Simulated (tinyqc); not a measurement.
Worked calculation: extended Hueckel theory, for NH3. Computed by tinyqc, a small Python program that keeps every step (integrals from PySCF). Settings: charge = 0, K = 1.5, weighted = 1, multiplicity = 1. Command: `OMP_NUM_THREADS=1 python tinyqc.py 26487 26488 out.jsonl` (the two numbers bound the seeds that draw the settings). One thread of a shared host (Intel(R) Xeon(R) Processor @ 2.60GHz), about 0.01 s of CPU time with the checks.

## Overlaps

Geometry (angstrom):
```
atom         x         y        z
N      0.00000   0.00000  0.20800
H      1.01600   0.00000  0.00000
H     -0.50800   0.88000  0.00000
H     -0.50800  -0.88000  0.00000
```

Parameters chosen for this run:
```
element  shell  Slater exponent  H_ii (eV)
H           1s          1.30000  -13.60000
N           2s          1.95000  -26.00000
N           2p          1.95000  -13.40000
```

Slater orbitals, each expanded in six Gaussians scaled to its exponent.

overlap S, order 1N 2s, 1N 2px, 1N 2py, 1N 2pz, 2H 1s, 3H 1s, 4H 1s:
```
[[1.00000, 0.00000, 0.00000, 0.00000, 0.46710, 0.46704, 0.46704],
 [0.00000, 1.00000, 0.00000, 0.00000, 0.42531, -0.21261, -0.21261],
 [0.00000, 0.00000, 1.00000, 0.00000, 0.00000, 0.36831, -0.36831],
 [0.00000, 0.00000, 0.00000, 1.00000, -0.08707, -0.08705, -0.08705],
 [0.46710, 0.42531, 0.00000, -0.08707, 1.00000, 0.15316, 0.15316],
 [0.46704, -0.21261, 0.36831, -0.08705, 0.15316, 1.00000, 0.15311],
 [0.46704, -0.21261, -0.36831, -0.08705, 0.15316, 0.15311, 1.00000]]
```

## Wolfsberg-Helmholz matrix

diagonal H_ii (eV): [-26.00000, -13.40000, -13.40000, -13.40000, -13.60000, -13.60000, -13.60000]

K = 1.50000

H_ij = K' S_ij (H_ii + H_jj)/2 for i != j (the diagonal keeps H_ii), with K' = K + D^2 + D^4 (1 - K), D = (H_ii - H_jj)/(H_ii + H_jj), K = 1.5.

H (eV), order 1N 2s, 1N 2px, 1N 2py, 1N 2pz, 2H 1s, 3H 1s, 4H 1s:
```
[[-26.00000, 0.00000, 0.00000, 0.00000, -14.73534, -14.73339, -14.73339],
 [0.00000, -13.40000, 0.00000, 0.00000, -8.61280, 4.30561, 4.30561],
 [0.00000, 0.00000, -13.40000, 0.00000, 0.00000, -7.45853, 7.45853],
 [0.00000, 0.00000, 0.00000, -13.40000, 1.76325, 1.76293, 1.76293],
 [-14.73534, -8.61280, 0.00000, 1.76325, -13.60000, -3.12441, -3.12441],
 [-14.73339, 4.30561, -7.45853, 1.76293, -3.12441, -13.60000, -3.12351],
 [-14.73339, 4.30561, 7.45853, 1.76293, -3.12441, -3.12351, -13.60000]]
```

## Orbitals

valence electrons = 8

Solve H C = S C e through S^(-1/2); fill by pairs from the bottom, a degenerate level sharing its electrons equally; each orbital has its largest coefficient positive (the first on a tie).

orbital energies (eV): [-26.91927, -15.57908, -15.57897, -13.47056, -3.24807, -3.24688, 9.00567]

occupations: [2.00000, 2.00000, 2.00000, 2.00000, 0.00000, 0.00000, 0.00000]

coefficients, order 1N 2s, 1N 2px, 1N 2py, 1N 2pz, 2H 1s, 3H 1s, 4H 1s:
```
[[0.82335, 0.00000, -0.00002, 0.07958, 0.00000, -0.00019, 1.16449],
 [-0.00001, 0.00000, 0.61876, 0.00001, 0.00000, 1.04332, 0.00032],
 [0.00000, 0.61874, 0.00000, 0.00000, 1.04332, 0.00000, 0.00000],
 [0.01504, 0.00000, -0.00001, 0.98796, 0.00000, 0.00004, -0.24466],
 [0.11676, 0.00000, 0.45239, -0.03936, 0.00000, -0.97641, -0.71771],
 [0.11674, 0.39180, -0.22622, -0.03937, -0.84568, 0.48844, -0.71726],
 [0.11674, -0.39180, -0.22622, -0.03937, 0.84568, 0.48844, -0.71726]]
```

sum of one-electron energies = -143.09575 eV

Within a degenerate level the vectors are fixed only up to a rotation; this is one choice.

## Mulliken analysis

P = C n C^T; charge = valence electrons (H 1, N 5) minus the sum of (P S)_ii on the atom; overlap population = 2 sum P_ij S_ij between two atoms.

charges: [-0.84676, 0.28227, 0.28225, 0.28225]

Overlap populations:
```
pair      value
2-1    0.662897
3-1    0.662839
3-2   -0.053396
4-1    0.662839
4-2   -0.053396
4-3   -0.053381
```
